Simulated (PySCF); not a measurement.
**Computed NMR parameters against published values**

Bonds (- single, = double, # triple, : aromatic): C1-C2 1.487 Å, C2:C3 1.358 Å, C3:C4 1.415 Å, C4:C5 1.354 Å, C5:S6 1.722 Å, S6:C2 1.737 Å. C1 carries H7, H8, H9; C3 carries H10; C4 carries H11; C5 carries H12.

PySCF 2.14.0 with density-fitted response routines calculation with shieldings: GIAO PBE0/pcSseg-1 and structure optimised with GFN2-xTB; non-relativistic Hamiltonian, in vacuum, averaged over atoms made equivalent by symmetry, fast rotation or ring inversion, a single conformation.

Reference values: estimated from measurements, as parent shift plus tabulated substituent increment (solution, not stated per compound (mostly CDCl3 or CCl4); Pretsch, Buehlmann, Badertscher, Structure Determination of Organic Compounds, 4th ed. (2009)).
```
atoms  quantity  reference  computed  computed, scaled
  H12      δ 1H       7.07      7.02              6.73
  H11      δ 1H       6.89      6.95              6.66
  H10      δ 1H       6.75      6.88              6.59
```

Reference values: measured (liquid, neat; H. L. Retcofsky, R. A. Friedel, J. Am. Chem. Soc. 94 (1972) 6579).
| atoms | quantity | reference | computed |
| --- | --- | --- | --- |
| S6 | δ 33S vs CS2 | 178.0 | 231.2 |

Computed shifts are σ(ref) − σ with the named reference compound (TMS for H and C) calculated as an isolated molecule at the same level. The measured values may be among those fitted. Scaled to experiment by linear calibration (H and C: mostly CDCl3 data, vs TMS): 1H: δ = 30.01 − 0.943σ (rms 0.16 ppm, 131 shifts, 0.17 ppm with the 2 outliers that the fit left out). A few per cent of atoms miss by over 2 rms, more outside the fitted compound classes.

Problem. How far are the unscaled 1H shifts from the references?

Solution. Mean signed difference +0.05 ppm, mean absolute 0.08 ppm over 3 comparisons; the largest is +0.13 ppm at H10 (hydrogen on an aromatic CH).
